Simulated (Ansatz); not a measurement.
Run this with the Ansatz DFT code, driven from Python and show what comes out.

`ch2o2.py`:
```python
import ansatz as az
import numpy as np

GEOMETRY = """
O    -0.35370   -0.41250    1.21590
C    -0.25260   -0.35560   -0.00360
O     0.44890    0.59500   -0.62590
H    -0.58850   -1.05980   -0.72960
H     0.79580    1.15930    0.10170
"""


def main() -> None:
    mol = az.Crystal.molecule()
    for line in GEOMETRY.strip().splitlines():
        symbol, *xyz = line.split()
        mol = mol.atom(symbol, [float(v) for v in xyz])

    calc = mol.calculation().basis(gaussian="6-31G*").functional("pbe")
    symbols = [site.symbol for site in mol.cartesian_sites]
    start = np.array([site.position_ang for site in mol.cartesian_sites], dtype=float)
    report = calc.relax(force_tolerance=0.02).run(threads=1, pin="off").report
    end = np.array(report["positions_ang"])
    minimum = az.Crystal.molecule()
    for symbol, place in zip(symbols, end):
        minimum = minimum.atom(symbol, place.tolist())

    calc = (
        minimum.calculation()
        .basis(gaussian="6-31G*")
        .functional("pbe")
        .md("nvt_nose_hoover", timestep=0.5, steps=20, temperature=500, initial_velocities="maxwell_boltzmann", seed=83, thermostat_time=50)
    )
    frames = []
    done = calc.session().plan().execute(on_event=lambda e: frames.append(e["data"]) if e["event"] == "md_step" else None)
    print("t (fs)   E_pot (eV)      E_kin (eV)   T (K)   d(0-1) (A)")
    for f in frames[::2]:
        xyz = np.array(f["positions_ang"])
        print(f"{f['time_fs']:6.2f} {f['lagrangian_ev']:14.5f} {f['e_kin_ev']:10.5f} {f['temperature_k']:8.1f} {np.linalg.norm(xyz[0] - xyz[1]):9.4f}")
    kept = np.array([f["conserved_ev"] for f in frames])
    print(f"conserved energy moves by at most {1000 * np.ptp(kept):.3f} meV")
    symbols = [site.symbol for site in mol.cartesian_sites]
    with open("last_frame.xyz", "w") as handle:
        handle.write(f"{len(symbols)}\nt = {frames[-1]['time_fs']} fs\n")
        handle.writelines("{:2s} {:10.5f} {:10.5f} {:10.5f}\n".format(s, *xyz) for s, xyz in zip(symbols, frames[-1]["positions_ang"]))


if __name__ == "__main__":
    main()
```

`python ch2o2.py` gives:
```text
t (fs)   E_pot (eV)      E_kin (eV)   T (K)   d(0-1) (A)
  0.00    -5158.04244    0.19389    500.0    1.2147
  1.00    -5158.02907    0.18070    466.0    1.2101
  2.00    -5157.99756    0.14952    385.6    1.2059
  3.00    -5157.96609    0.11819    304.8    1.2023
  4.00    -5157.94110    0.09313    240.2    1.1997
  5.00    -5157.91636    0.06843    176.5    1.1985
  6.00    -5157.88969    0.04199    108.3    1.1991
  7.00    -5157.86937    0.02191     56.5    1.2015
  8.00    -5157.86568    0.01832     47.2    1.2057
  9.00    -5157.88140    0.03401     87.7    1.2111
 10.00    -5157.90914    0.06173    159.2    1.2172
conserved energy moves by at most 0.809 meV
```

File `last_frame.xyz` afterwards:
```text
5
t = 10.0 fs
O    -0.39171   -0.44567    1.22986
C    -0.20541   -0.39448    0.02813
O     0.48155    0.62354   -0.64197
H    -0.76274   -0.98646   -0.75279
H     0.81786    1.29322   -0.00487
```

What to keep in mind:
- Total energies depend on the basis set; only differences at equal settings carry meaning.
- The trajectory is only some femtoseconds long, so its temperature is not equilibrated; where the script doesn't relax first, it starts from a rough generated geometry.
- The temperature counts the internal degrees of freedom alone.
- The whole script took 20 s on 1 thread of Arm Neoverse V2, with other jobs on the host, peak memory 0.18 GiB.
